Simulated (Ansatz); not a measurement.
Changing the shape of NO2, doublet

Program: Ansatz, Gaussian basis, development build; BCCD by scripts on PySCF. Settings: STO-3G; 3 core orbitals frozen; no relativity. Small basis; these aren't basis-limit values. Single-reference values can break down or jump between states where bonds are stretched.

Case A:

```xyz
3

N     0.0000    0.0000    0.0000
O     0.0000    1.2310    0.5225
O     0.0000   -1.0991    0.4665
```

Case B. A bond is stretched, to 2.15 times the sum of the covalent radii.

```csv
atom,x (Å),y (Å),z (Å)
N,0.0000,0.0000,0.0000
O,0.0000,2.7147,1.1523
O,0.0000,-1.0991,0.4665
```

Case C. A bond is stretched, to 2.41 times the sum of the covalent radii.

```xyz
3

N     0.0000    0.0000    0.0000
O     0.0000    3.0445    1.2923
O     0.0000   -1.0991    0.4665
```

Case D. A bond is stretched, to 2.02 times the sum of the covalent radii.

```xyz
3

N     0.0000    0.0000    0.0000
O     0.0000    2.5499    1.0824
O     0.0000   -1.0991    0.4665
```

Case E. A bond is stretched, to 1.24 times the sum of the covalent radii.

```xyz
3

N     0.0000    0.0000    0.0000
O     0.0000    1.5607    0.6625
O     0.0000   -1.0991    0.4665
```

Case F. A bond is stretched, to 2.22 times the sum of the covalent radii.

```
atom   x (Å)    y (Å)   z (Å)
   N  0.0000   0.0000  0.0000
   O  0.0000   2.8027  1.1897
   O  0.0000  -1.0991  0.4665
```

Energy less that of case A, in eV:

| case | RCCSD | RCCSD(T) | UCCSD(T) | RBCCD(T) | UBCCD(T) |
| --- | --- | --- | --- | --- | --- |
| B | +0.475 | +0.977 | +0.847 | +0.986 | +1.013 |
| C | +0.478 | +0.964 | +0.849 | +0.982 | +1.015 |
| D | +0.480 | +0.987 | +0.879 | +0.990 | +1.014 |
| E | +0.697 | +1.037 | +0.889 | +1.016 | +1.026 |
| F | +0.476 | +0.973 | +0.847 | – | – |

What does full CI give for these differences?

B: +1.065 eV; C: +1.071 eV; D: +1.061 eV; E: +0.910 eV; F: +1.067 eV.

Which case is lowest, and do the methods agree?

A is lowest in full CI. Of the methods shown, RCCSD, RCCSD(T), UCCSD(T) agree.
